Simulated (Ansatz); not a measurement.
**HF/6-31G(d) (spherical functions) run of C2HClF2 (SMILES FC(F)=CCl)**

What is the energy change on altering one bond length of C2HClF2 at HF/6-31G* (spherical functions)? 

The results are computed with Ansatz 0.2.0.

68 further runs of the same task are left out: 68 set aside as unsound or not needed.

## 1. The system as given

C2HClF2 has 6 atoms, charge 0, and is taken as a singlet. SMILES: `FC(F)=CCl`. The coordinates come from a PBE0-D4/def2-TZVP relaxation.

Bond lengths: F1–C2 1.312 Å, C2–F3 1.305 Å, C2–C4 1.321 Å, C4–Cl5 1.706 Å, C4–H6 1.079 Å. Angles: F1–C2–F3 111.1°, F1–C2–C4 123.1°, F3–C2–C4 125.8°, C2–C4–Cl5 122.3°, C2–C4–H6 120.1°, Cl5–C4–H6 117.5°.

## 2. The energy at HF/6-31G(d) (spherical functions)

Contents of input.yaml:

```yaml
crystal:
  periodic: [false, false, false]
  atoms:
    - {symbol: F, position_ang: [0.901010, -0.810380, 1.342040]}
    - {symbol: C, position_ang: [0.267650, -0.562200, 0.220370]}
    - {symbol: F, position_ang: [0.192510, -1.632620, -0.522730]}
    - {symbol: C, position_ang: [-0.218360, 0.626770, -0.086550]}
    - {symbol: Cl, position_ang: [-1.039010, 0.926430, -1.552100]}
    - {symbol: H, position_ang: [-0.103800, 1.452000, 0.598970]}
basis:
  gaussian:
    orbitals: 6-31G_st_-spherical.json
hamiltonian:
  xc: hf
output: {orbitals: {seedname: orbitals}}
accuracy: high
```

The basis set 6-31G* is read from a file made from the Basis Set Exchange's data (not shown).

Launch:

```console
$ ansatz run input.yaml --threads 1 --pin off --max-ram 3480MiB --events-out events.jsonl --progress --plain --runs-dir runs
```

The program printed:

```text
Warning: RAYON_NUM_THREADS=1 ignored (pool sized by the plan → 1); use --threads N
Functional definition: HF
  name "HF"
  exchange = exact_x
  correlation = 0
1683 factors; integrals over basis functions are off by at most 5.4e-9 eV
mean field evaluation 1: about -19987.9753 eV, gradient 3.1e1 eV
mean field evaluation 2: about -19988.0642 eV, gradient 3.1e1 eV
mean field evaluation 4: about -19990.1651 eV, gradient 3.1e0 eV
mean field evaluation 8: about -19990.1993 eV, gradient 2.6e-1 eV
mean field evaluation 16: about -19990.1996 eV, gradient 8.8e-9 eV
mean field -19990.19962529 eV, -734.6262863853 hartree, gradient 8.9e-9 eV, S^2 0.000000; 0 other end points of the search recorded, 0 dependent functions left out
reference -19990.19962529 eV, -734.6262863853 hartree; 24, 24 occupied and 52, 52 virtual orbitals, 1683 factors
Total energy: -19990.19962529 eV, -734.6262863853 hartree
```

Wall time 1.9 s (1 thread of Arm Neoverse V1, shared host); peak memory 0.19 GiB.

## 3. The distorted shape at the same level

Contents of job.yaml:

```yaml
crystal:
  periodic: [false, false, false]
  atoms:
    - symbol: F
      position_ang: [0.973904, -0.988707, 1.388073]
    - symbol: C
      position_ang: [0.340544, -0.740527, 0.266403]
    - symbol: F
      position_ang: [0.265404, -1.810947, -0.476697]
    - symbol: C
      position_ang: [-0.218360, 0.626770, -0.086550]
    - symbol: Cl
      position_ang: [-1.039010, 0.926430, -1.552100]
    - symbol: H
      position_ang: [-0.103800, 1.452000, 0.598970]
basis:
  gaussian: {orbitals: 6-31G_st_-spherical.json}
hamiltonian: {xc: hf}
accuracy: high
output: {orbitals: {seedname: orbitals}}
```

The basis set 6-31G* is read from a file made from the Basis Set Exchange's data (not shown).

Launch:

```console
$ ansatz run job.yaml --threads 1 --pin off --max-ram 3480MiB --events-out events.jsonl --progress --plain --runs-dir runs
```

The program printed:

```text
Warning: RAYON_NUM_THREADS=1 ignored (pool sized by the plan → 1); use --threads N
[... 4 set-up lines as earlier in the session ...]
1671 factors; integrals over basis functions are off by at most 5.1e-9 eV
mean field evaluation 1: about -19986.4475 eV, gradient 3.3e1 eV
mean field evaluation 2: about -19986.5244 eV, gradient 3.3e1 eV
mean field evaluation 4: about -19988.9872 eV, gradient 3.3e0 eV
mean field evaluation 8: about -19989.0323 eV, gradient 2.0e-1 eV
mean field evaluation 16: about -19989.0325 eV, gradient 7.4e-9 eV
mean field -19989.03253708 eV, -734.5833966850 hartree, gradient 7.4e-9 eV, S^2 0.000000; 0 other end points of the search recorded, 0 dependent functions left out
reference -19989.03253708 eV, -734.5833966850 hartree; 24, 24 occupied and 52, 52 virtual orbitals, 1671 factors
Total energy: -19989.03253708 eV, -734.5833966850 hartree
```

It took 1.8 s on 1 thread of Arm Neoverse V1, shared host; peak memory 0.19 GiB.

## 4. Results

Level: HF/6-31G* (spherical functions).

```
                                                         quantity          value
                                        first shape: total energy  -734.62629 Eh
                                         first shape: HOMO energy      -10.22 eV
                                         first shape: LUMO energy        4.75 eV
                                       first shape: HOMO–LUMO gap       14.97 eV
                                    distorted shape: total energy  -734.58340 Eh
                                     distorted shape: HOMO energy       -9.26 eV
                                     distorted shape: LUMO energy        3.44 eV
                                   distorted shape: HOMO–LUMO gap       12.70 eV
energy change with the C2–C4 bond stretched from 1.321 to 1.519 Å       1.167 eV
```

**Reading.** With the C2–C4 bond stretched from 1.321 to 1.519 Å the energy rises by 1.17 eV (113 kJ/mol). The first shape isn't relaxed at this level, so the change isn't measured from a minimum.
